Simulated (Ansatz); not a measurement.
Abridged output of a molecular run in Ansatz:

```
Functional definition: HF
  name "HF"
  cite "Fock, Z. Phys. 61, 126 (1930) doi:10.1007/BF01340294"
  parent pbe
  exchange = exact_x
  correlation = 0
1462 factors; integrals over basis functions are off by at most 1.0e-3 eV
mean field evaluation 1: about -8379.8630 eV, gradient 4.4e1 eV
mean field evaluation 2: about -8380.1082 eV, gradient 4.4e1 eV
mean field evaluation 4: about -8384.0038 eV, gradient 4.0e0 eV
mean field evaluation 8: about -8384.0591 eV, gradient 3.1e-1 eV
mean field -8384.05943369 eV, -308.1085012685 hartree, gradient 2.3e-6 eV, S^2 0.000000; 0 other end points of the search recorded, 0 dependent functions left out
5 core orbitals not correlated: weight in the atoms' cores, before any rotation towards them, 1.000 or more for the frozen orbitals, at most 0.000 for the correlated occupied ones
reference -8384.05943369 eV, -308.1085012685 hartree; 16, 16 occupied and 218, 218 virtual orbitals, 1462 factors
second order -28.41722985 eV of doubles, -0.00000000 eV of singles
cycle   1  -28.45232829 eV  change   -3.5e-2 eV  update   1.0e-1
cycle   2  -29.05356472 eV  change   -6.0e-1 eV  update   2.8e-2
cycle   3  -29.18432666 eV  change   -1.3e-1 eV  update   1.4e-2
cycle   4  -29.17231447 eV  change    1.2e-2 eV  update   3.0e-3
cycle   5  -29.17126746 eV  change    1.0e-3 eV  update   1.3e-3
cycle   6  -29.17215304 eV  change   -8.9e-4 eV  update   4.3e-4
cycle   7  -29.17194934 eV  change    2.0e-4 eV  update   1.6e-4
cycle   8  -29.17183168 eV  change    1.2e-4 eV  update   5.0e-5
cycle   9  -29.17183478 eV  change   -3.1e-6 eV  update   1.9e-5
perturbative correction -1.04814466 eV, -0.0385186057 hartree
Total energy: -8414.27941312 eV, -309.2190650288 hartree
```

Its atoms:

Z-matrix (Å, degrees):
```
C
N 1 1.455
H 1 1.091 2 108.9
H 1 1.095 2 113.4 3 121.6
H 1 1.090 2 109.4 3 -117.9
C 2 1.410 1 116.3 3 172.1
H 2 1.010 1 111.9 3 -59.8
F 6 1.383 2 113.2 1 50.9
O 6 1.383 2 111.9 1 -66.7
H 6 1.098 2 109.0 1 168.4
H 9 0.962 6 106.7 2 -41.4
```

Problem. Which basis set was used?
A. def2-TZVPPD
B. def2-TZVPP
C. def2-QZVPP
D. def2-SVPD

Solution. B. It gives 239 functions.

Problem. Write the keys of the input that set method, charge and spin (a neutral closed shell needs none for the last two).

Solution. 
```yaml
correlation: {method: ccsd_t}
```
